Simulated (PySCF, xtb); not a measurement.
benzene (C6H6), SMILES c1ccccc1.

GFN2-xTB (xtb) at its own geometry gives an orbital gap of 4.93 eV and a dipole moment of 0.00 D.

The structure is a stationary point at TPSSh-D3(BJ)/def2-SVP.

### Question
What does PySCF with PBE0/def2-TZVP give? (Estimate from the structure and the level; the computed values follow.)

### Answer
gap 7.01 eV (levels -7.26 and -0.25 eV), dipole 0.00 D.
